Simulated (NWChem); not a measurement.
System: SiH₂ cation, doublet

Here is an NWChem input.

```
start job
memory heap 200 mb stack 900 mb global 1100 mb
charge 1
geometry units angstroms noautoz
  Si     0.000000     0.000000     0.178272
  H      1.289027     0.000000    -0.570238
  H     -1.289027     0.000000    -0.570238
end
basis spherical
  * library def2-svpd
end
dft
  odft
  mult 2
  xc pbe0
  iterations 150
end
task dft gradient
```

Excerpt of the output:

```
             Northwest Computational Chemistry Package (NWChem) 7.3.0
             --------------------------------------------------------

 C2V symmetry detected

                             Geometry "geometry" -> ""
                             -------------------------

 Output coordinates in angstroms (scale by  1.889725989 to convert to a.u.)

  No.       Tag          Charge          X              Y              Z
 ---- ---------------- ---------- -------------- -------------- --------------
    1 Si                  14.0000     0.00000000     0.00000000     0.09356375
    2 H                    1.0000     1.28902700     0.00000000    -0.65494625
    3 H                    1.0000    -1.28902700     0.00000000    -0.65494625

 Effective nuclear repulsion energy (a.u.)      10.1455982416

      Symmetry information
      --------------------

 Group name             C2v
 Group number             16
 Group order               4
 No. of unique centers     2

                                 NWChem DFT Module
                                 -----------------

 Summary of "ao basis" -> "ao basis" (spherical)
 ------------------------------------------------------------------------------
       Tag                 Description            Shells   Functions and Types
 ---------------- ------------------------------  ------  ---------------------
 Si                        def2-svpd                10       24   5s3p2d
 H                         def2-svpd                 4        8   2s2p

      Symmetry analysis of basis
      --------------------------

        a1         18
        a2          4
        b1         11
        b2          7

            General Information
            -------------------
          SCF calculation type: DFT
          Wavefunction type:  spin polarized.
          No. of atoms     :     3
          No. of electrons :    15
           Alpha electrons :     8
            Beta electrons :     7
          Charge           :     1
          Spin multiplicity:     2
          Use of symmetry is: on ; symmetry adaption is: on
          Maximum number of iterations: 150
          AO basis - number of functions:    40
                     number of shells:    18
          Convergence on energy requested:  1.00D-06
          Convergence on density requested:  1.00D-05
          Convergence on gradient requested:  5.00D-04

              XC Information
              --------------
                         PBE0 Method XC Functional
                     Hartree-Fock (Exact) Exchange  0.250
          PerdewBurkeErnzerhof Exchange Functional  0.750
            Perdew 1991 LDA Correlation Functional  1.000 local
           PerdewBurkeErnz. Correlation Functional  1.000 non-local

             Grid Information
             ----------------
          Grid used for XC integration:  medium
          Radial quadrature: Mura-Knowles
          Angular quadrature: Lebedev.
          Tag              B.-S. Rad. Rad. Pts. Rad. Cut. Ang. Pts.
          ---              ---------- --------- --------- ---------
          Si                  1.10       88           7.0       590
          H                   0.35       45           9.0       434
          Grid pruning is: on
          Number of quadrature shells:   133
          Spatial weights used:  Erf1

      Superposition of Atomic Density Guess
      -------------------------------------

 Sum of atomic energies:        -289.73743111

 Renormalizing density from      16.00 to     15

      Non-variational initial energy
      ------------------------------

 Total energy =    -278.096538
 1-e energy   =    -395.089727
 2-e energy   =     106.847591
 HOMO         =      -0.581016
 LUMO         =      -0.492301

   Symmetry analysis of molecular orbitals - initial alpha
   -------------------------------------------------------

  Numbering of irreducible representations:

     1 a1          2 a2          3 b1          4 b2

  Orbital symmetries:

     1 a1          2 a1          3 b1          4 a1          5 b2
     6 a1          7 b1          8 a1          9 b2         10 a1
    11 b1         12 a1         13 a2         14 a1         15 b2
    16 b1         17 a1         18 a1

   Symmetry analysis of molecular orbitals - initial beta
   ------------------------------------------------------

  Numbering of irreducible representations:

     1 a1          2 a2          3 b1          4 b2

  Orbital symmetries:

     1 a1          2 a1          3 b1          4 a1          5 b2
     6 a1          7 b1          8 a1          9 b2         10 a1
    11 b1         12 a1         13 a2         14 a1         15 b2
    16 b1         17 a1         18 a1

   convergence    iter        energy       DeltaE   RMS-Dens  Diis-err
 ---------------- ----- ----------------- --------- --------- ---------
 d= 0,ls=0.0,diis     1   -290.0002307737 -3.00D+02  1.87D-02  1.95D-01
                                                     1.53D-02  2.10D-01
 d= 0,ls=0.0,diis     2   -290.0525441374 -5.23D-02  4.38D-03  1.39D-02
                                                     4.09D-03  1.34D-02
 d= 0,ls=0.0,diis     3   -290.0592558619 -6.71D-03  6.66D-04  2.83D-04
                                                     7.17D-04  2.60D-04
 d= 0,ls=0.0,diis     4   -290.0595161028 -2.60D-04  1.06D-04  5.50D-06
                                                     4.98D-05  2.17D-06
 d= 0,ls=0.0,diis     5   -290.0595214839 -5.38D-06  1.63D-05  5.01D-08
                                                     1.92D-05  2.76D-07
 d= 0,ls=0.0,diis     6   -290.0595217284 -2.45D-07  4.72D-06  1.08D-08
                                                     2.76D-06  2.45D-09

         Total DFT energy =     -290.059521728432
      One electron energy =     -416.795576842506
           Coulomb energy =      137.775908742543
    Exchange-Corr. energy =      -21.185451870079
 Nuclear repulsion energy =       10.145598241610

 Numeric. integr. density =       15.000003989871

                  Occupations of the irreducible representations
                  ----------------------------------------------

                     irrep           alpha         beta
                     --------     --------     --------
                     a1                5.0          4.0
                     a2                0.0          0.0
                     b1                2.0          2.0
                     b2                1.0          1.0

                    DFT Final Alpha Molecular Orbital Analysis
                    ------------------------------------------

 Vector    6  Occ=1.000000D+00  E=-8.294199D-01  Symmetry=a1
              MO Center= -1.1D-15,  1.4D-16, -1.9D-01, r^2= 1.6D+00
   Bfn.  Coefficient  Atom+Function         Bfn.  Coefficient  Atom+Function
  ----- ------------  ---------------      ----- ------------  ---------------
     3      0.753633  1 Si s                  2      0.424961  1 Si s
    25      0.212409  2 H  s                 33      0.212409  3 H  s
     4      0.139157  1 Si s                  1      0.067697  1 Si s
    11     -0.039987  1 Si pz                14     -0.029402  1 Si pz
     8      0.029012  1 Si pz

 Vector    7  Occ=1.000000D+00  E=-6.645734D-01  Symmetry=b1
              MO Center= -1.3D-15, -4.2D-16, -4.0D-01, r^2= 2.0D+00
   Bfn.  Coefficient  Atom+Function         Bfn.  Coefficient  Atom+Function
  ----- ------------  ---------------      ----- ------------  ---------------
     9      0.351474  1 Si px                25      0.337196  2 H  s
    33     -0.337196  3 H  s                 12      0.220307  1 Si px
     6     -0.188042  1 Si px                26      0.112793  2 H  s
    34     -0.112793  3 H  s                 18      0.064949  1 Si d  1
    23      0.033698  1 Si d  1              30     -0.026500  2 H  px

 Vector    8  Occ=1.000000D+00  E=-5.482467D-01  Symmetry=a1
              MO Center= -8.9D-16, -1.3D-16,  3.4D-01, r^2= 2.0D+00
   Bfn.  Coefficient  Atom+Function         Bfn.  Coefficient  Atom+Function
  ----- ------------  ---------------      ----- ------------  ---------------
    11      0.464992  1 Si pz                 3      0.385106  1 Si s
    14      0.378239  1 Si pz                 4      0.354605  1 Si s
     8     -0.223151  1 Si pz                25     -0.204438  2 H  s
    33     -0.204438  3 H  s                  2      0.187113  1 Si s
    26     -0.141056  2 H  s                 34     -0.141056  3 H  s

 Vector    9  Occ=0.000000D+00  E=-3.925408D-01  Symmetry=b2
              MO Center= -8.2D-16, -8.4D-16,  1.1D-01, r^2= 2.2D+00
   Bfn.  Coefficient  Atom+Function         Bfn.  Coefficient  Atom+Function
  ----- ------------  ---------------      ----- ------------  ---------------
    13      0.598122  1 Si py                10      0.514289  1 Si py
     7     -0.248091  1 Si py

 Vector   10  Occ=0.000000D+00  E=-2.187232D-01  Symmetry=a1
              MO Center=  5.4D-15, -7.8D-16, -3.6D-01, r^2= 3.4D+00
   Bfn.  Coefficient  Atom+Function         Bfn.  Coefficient  Atom+Function
  ----- ------------  ---------------      ----- ------------  ---------------
     4      1.246160  1 Si s                 26     -0.639735  2 H  s
    34     -0.639735  3 H  s                 14     -0.613794  1 Si pz
     5     -0.564701  1 Si s                  3      0.440713  1 Si s
    25     -0.258044  2 H  s                 33     -0.258044  3 H  s
    11     -0.236000  1 Si pz                 2      0.213432  1 Si s

 Vector   11  Occ=0.000000D+00  E=-1.985849D-01  Symmetry=b1
              MO Center= -2.6D-15, -1.2D-15,  3.3D-01, r^2= 3.4D+00
   Bfn.  Coefficient  Atom+Function         Bfn.  Coefficient  Atom+Function
  ----- ------------  ---------------      ----- ------------  ---------------
    12      0.919502  1 Si px                26     -0.590326  2 H  s
    34      0.590326  3 H  s                  9      0.309096  1 Si px
    23     -0.288968  1 Si d  1              18     -0.255157  1 Si d  1
    25     -0.194005  2 H  s                 33      0.194005  3 H  s
     6     -0.138525  1 Si px                30      0.074339  2 H  px

                     DFT Final Beta Molecular Orbital Analysis
                     -----------------------------------------

 Vector    5  Occ=1.000000D+00  E=-4.022364D+00  Symmetry=a1
              MO Center= -8.5D-19, -2.5D-18,  9.4D-02, r^2= 1.0D-01
   Bfn.  Coefficient  Atom+Function         Bfn.  Coefficient  Atom+Function
  ----- ------------  ---------------      ----- ------------  ---------------
     8      0.985420  1 Si pz                11      0.046363  1 Si pz

 Vector    6  Occ=1.000000D+00  E=-7.993712D-01  Symmetry=a1
              MO Center= -7.2D-17,  1.6D-16, -2.9D-01, r^2= 1.5D+00
   Bfn.  Coefficient  Atom+Function         Bfn.  Coefficient  Atom+Function
  ----- ------------  ---------------      ----- ------------  ---------------
     3      0.723731  1 Si s                  2      0.410288  1 Si s
    25      0.217068  2 H  s                 33      0.217068  3 H  s
     4      0.119751  1 Si s                 11     -0.100712  1 Si pz
    14     -0.070634  1 Si pz                 1      0.065396  1 Si s
     8      0.054839  1 Si pz                19      0.031084  1 Si d  2

 Vector    7  Occ=1.000000D+00  E=-6.473129D-01  Symmetry=b1
              MO Center= -2.6D-15, -3.5D-15, -3.9D-01, r^2= 2.0D+00
   Bfn.  Coefficient  Atom+Function         Bfn.  Coefficient  Atom+Function
  ----- ------------  ---------------      ----- ------------  ---------------
     9      0.359123  1 Si px                25      0.323629  2 H  s
    33     -0.323629  3 H  s                 12      0.230960  1 Si px
     6     -0.190887  1 Si px                26      0.106089  2 H  s
    34     -0.106089  3 H  s                 18      0.075890  1 Si d  1
    23      0.043951  1 Si d  1

 Vector    8  Occ=0.000000D+00  E=-3.956061D-01  Symmetry=a1
              MO Center= -2.5D-15,  1.8D-16,  3.3D-01, r^2= 2.2D+00
   Bfn.  Coefficient  Atom+Function         Bfn.  Coefficient  Atom+Function
  ----- ------------  ---------------      ----- ------------  ---------------
     3      0.424717  1 Si s                  4      0.388933  1 Si s
    11      0.386393  1 Si pz                14      0.376478  1 Si pz
     2      0.224332  1 Si s                 25     -0.200175  2 H  s
    33     -0.200175  3 H  s                  8     -0.196810  1 Si pz
    26     -0.184670  2 H  s                 34     -0.184670  3 H  s

 Vector    9  Occ=0.000000D+00  E=-3.702804D-01  Symmetry=b2
              MO Center= -6.4D-16, -2.8D-16,  4.3D-03, r^2= 2.2D+00
   Bfn.  Coefficient  Atom+Function         Bfn.  Coefficient  Atom+Function
  ----- ------------  ---------------      ----- ------------  ---------------
    13      0.592413  1 Si py                10      0.501910  1 Si py
     7     -0.243848  1 Si py                16     -0.035770  1 Si d -1

 Vector   10  Occ=0.000000D+00  E=-2.061567D-01  Symmetry=a1
              MO Center=  4.3D-16, -6.1D-16, -3.5D-01, r^2= 3.5D+00
   Bfn.  Coefficient  Atom+Function         Bfn.  Coefficient  Atom+Function
  ----- ------------  ---------------      ----- ------------  ---------------
     4      1.239416  1 Si s                 26     -0.615811  2 H  s
    34     -0.615811  3 H  s                 14     -0.596447  1 Si pz
     5     -0.593090  1 Si s                  3      0.421088  1 Si s
    11     -0.240596  1 Si pz                25     -0.240578  2 H  s
    33     -0.240578  3 H  s                 24     -0.205939  1 Si d  2

   alpha - beta orbital overlaps
   -----------------------------

   alpha      1      2      3      4      5      6      7      8      9     10
    beta      1      2      3      5      4      6      7      8      9     10
 overlap   1.000  1.000  1.000  1.000  1.000  0.995  1.000  0.990  0.997  0.999

   alpha     11     12     13     14     15     16     17     18     19     20
    beta     11     12     13     14     15     16     17     18     19     20
 overlap   0.997  0.989  1.000  0.984  0.996  0.999  0.984  0.986  0.996  0.998

   alpha     21     22     23     24     25     26     27     28     29     30
    beta     21     22     23     24     25     26     28     27     29     30
 overlap   0.997  1.000  0.984  0.989  0.999  0.989  0.995  1.000  0.996  0.991

   alpha     31     32     33     34     35     36     37     38     39     40
    beta     31     32     33     34     35     36     37     38     39     40
 overlap   0.995  0.997  0.999  1.000  1.000  1.000  1.000  1.000  1.000  1.000

     --------------------------
     Expectation value of S2:
     --------------------------
      <S2> =      0.7520 (Exact =     0.7500)

     Multipole analysis of the density
     ---------------------------------

     L   x y z        total         alpha         beta         nuclear
     -   - - -        -----         -----         ----         -------
     0   0 0 0      1.000000     -8.000000     -7.000000     16.000000

     1   1 0 0     -0.000000     -0.000000     -0.000000      0.000000
     1   0 1 0      0.000000      0.000000      0.000000      0.000000
     1   0 0 1     -0.009346     -0.398922      0.389577      0.000000

[...]

                         DFT ENERGY GRADIENTS

    atom               coordinates                        gradient
                 x          y          z           x          y          z
   1 Si      0.000000   0.000000   0.176810    0.000000   0.000000  -0.002243
   2 H       2.435908   0.000000  -1.237669   -0.002228   0.000000   0.001121
   3 H      -2.435908   0.000000  -1.237669    0.002228   0.000000   0.001121
```

Level: PBE0/def2-SVPD, spin-unrestricted. In the optimisation the excess spin sits in a1 (C2v, its own frame). Structure relaxed at the PBE0-D3(BJ)/def2-TZVP, spin-unrestricted level. No stability test was run on the SCF state.
